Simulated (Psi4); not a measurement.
# [B2H7]−: HF/cc-pwCVQZ (density fitting, sweep point 8)

Aim: the energy change on altering one bond length of [B2H7]− at HF/cc-pwCVQZ (density fitting, sweep point 8), from 2 runs. 

The calculation is run with Psi4 1.11.

## (1) The molecule

[B2H7]−: 9 atoms, total charge -1, spin state singlet. The coordinates come from a GFN2-xTB relaxation.

Bond lengths: B1–H2 1.320 Å, H2–B3 1.317 Å, B1–H4 1.200 Å, B1–H5 1.200 Å, B1–H6 1.200 Å, B3–H7 1.200 Å, B3–H8 1.200 Å, B3–H9 1.200 Å. Some angles: B1–H2–B3 179.7°, H2–B1–H4 106.0°, H2–B1–H5 106.1°, H2–B1–H6 106.1°, H4–B1–H5 112.6°, H4–B1–H6 112.6°, H5–B1–H6 112.7°, H2–B3–H7 106.1°, H2–B3–H8 106.1°, H2–B3–H9 106.2°.

## (2) The energy at HF/cc-pwCVQZ (density fitting, sweep point 8)

Input file job.dat:

```
memory 1.6 GB

molecule {
  -1 1
  B      0.998980     0.432440    -0.745020
  H     -0.001410     0.003060     0.001110
  B     -0.997930    -0.431900     0.744300
  H      0.693930     1.535020    -1.106020
  H      1.967190     0.430160    -0.036430
  H      1.091060    -0.342710    -1.656210
  H     -1.902880    -0.657850    -0.011110
  H     -1.250220     0.453020     1.515040
  H     -0.598710    -1.421240     1.294350
  symmetry c1
}

set {
  puream   true
  scf_type df
}

E = energy("hf/cc-pwCVQZ")
print_variables()
```

Run with:

```console
psi4 job.dat job.out -n 1
```

job.out:

```text
[...]
  Running in c1 symmetry.
[...]
  Nuclear repulsion =   31.711539736682294
[...]
  Multiplicity = 1
[...]
  Nalpha       = 9
  Nbeta        = 9
[...]
    Number of basis functions: 378
[...]
   @DF-RHF iter   1:   -53.34539759373056   -9.68246e-01   8.24305e-04 ADIIS/DIIS
[...]
   @DF-RHF iter   6:   -53.42647155011500   -3.56862e-07   2.13261e-07 DIIS
[...]
    Orbital Energies [Eh]
    ---------------------
    Doubly Occupied:
       1A     -7.368104     2A     -7.367680     3A     -0.564359
       4A     -0.474647     5A     -0.273217     6A     -0.273127
       7A     -0.273010     8A     -0.253395     9A     -0.253323
[...]
  @DF-RHF Final Energy:   -53.42647155011500
   => Energetics <=
    Nuclear Repulsion Energy =             31.7115397366822940
    One-Electron Energy =                -136.0742947242984542
    Two-Electron Energy =                  50.9362834375011531
    Total Energy =                        -53.4264715501150036
[...]
 Multipole Moments:
 ------------------------------------------------------------------------------------
     Multipole            Electronic (a.u.)      Nuclear  (a.u.)        Total (a.u.)
 ------------------------------------------------------------------------------------
 L = 1.  Multiply by 2.5417464519 to convert [e a0] to [Debye]
 Dipole X            :          0.0092132           -0.0036593            0.0055538
 Dipole Y            :          0.0050579           -0.0018859            0.0031719
 Dipole Z            :         -0.0066593            0.0025223           -0.0041370
 Magnitude           :                                                    0.0076171
[...]
```

Wall time 4.5 s (1 thread of Intel Xeon 6975P-C (Granite Rapids), shared host); peak memory 1 GiB.

## (3) The distorted shape at the same level

Input file input.inp:

```
memory 1600 MB

molecule system {
  -1 1
  B      1.451459     0.545416    -0.367312
  H      0.451069     0.116036     0.378818
  B     -0.545451    -0.318924     1.122008
  H      1.146409     1.647996    -0.728312
  H      2.419669     0.543136     0.341278
  H      1.543539    -0.229734    -1.278502
  H     -1.902880    -0.657850    -0.011110
  H     -0.797741     0.565996     1.892748
  H     -0.146231    -1.308264     1.672058
  symmetry c1
}

set {
  puream true
  scf_type df
}

energy_value, wavefunction = energy('scf/cc-pwCVQZ', return_wfn=True)
```

Run with:

```console
psi4 -n 1 input.inp input.out
```

input.out:

```text
[...]
  Running in c1 symmetry.
[...]
  Nuclear repulsion =   30.686034910292520
[...]
  Multiplicity = 1
[...]
  Nalpha       = 9
  Nbeta        = 9
[...]
    Number of basis functions: 378
[...]
   @DF-RHF iter   1:   -53.28330565194808   -1.06353e+00   7.95022e-04 DIIS/ADIIS
[...]
   @DF-RHF iter   7:   -53.37071057321022   -2.48215e-07   2.46693e-07 DIIS
[...]
    Orbital Energies [Eh]
    ---------------------
    Doubly Occupied:
       1A     -7.440284     2A     -7.382577     3A     -0.574714
       4A     -0.477536     5A     -0.296699     6A     -0.295016
       7A     -0.276409     8A     -0.270491     9A     -0.187224
[...]
  @DF-RHF Final Energy:   -53.37071057321022
   => Energetics <=
    Nuclear Repulsion Energy =             30.6860349102925198
    One-Electron Energy =                -133.7116915007891009
    Two-Electron Energy =                  49.6549460172863633
    Total Energy =                        -53.3707105732102178
[...]
 Multipole Moments:
 ------------------------------------------------------------------------------------
     Multipole            Electronic (a.u.)      Nuclear  (a.u.)        Total (a.u.)
 ------------------------------------------------------------------------------------
 L = 1.  Multiply by 2.5417464519 to convert [e a0] to [Debye]
 Dipole X            :          1.0961717           -0.3548307            0.7413410
 Dipole Y            :          0.2978866           -0.0895672            0.2083194
 Dipole Z            :          0.7038571           -0.2906189            0.4132383
 Magnitude           :                                                    0.8739275
[...]
```

It took 4.8 s on 1 thread of Intel Xeon 6975P-C (Granite Rapids), shared host; peak memory 1 GiB.

## (4) Results

At HF/cc-pwCVQZ (density fitting, sweep point 8):

```
                                                              quantity         value
                                             first shape: total energy  -53.42647 Eh
                                              first shape: HOMO energy      -6.89 eV
                                              first shape: LUMO energy       7.34 eV
    first shape: HOMO–LUMO gap (to an unbound level, set by the basis)      14.24 eV
                                         distorted shape: total energy  -53.37071 Eh
                                          distorted shape: HOMO energy      -5.09 eV
                                          distorted shape: LUMO energy       7.12 eV
distorted shape: HOMO–LUMO gap (to an unbound level, set by the basis)      12.22 eV
     energy change with the B3–H7 bond stretched from 1.200 to 1.800 Å      1.517 eV
```

What this shows: With the B3–H7 bond stretched from 1.200 to 1.800 Å the energy rises by 1.52 eV (146 kJ/mol). The first shape isn't relaxed at this level, so the change isn't measured from a minimum.
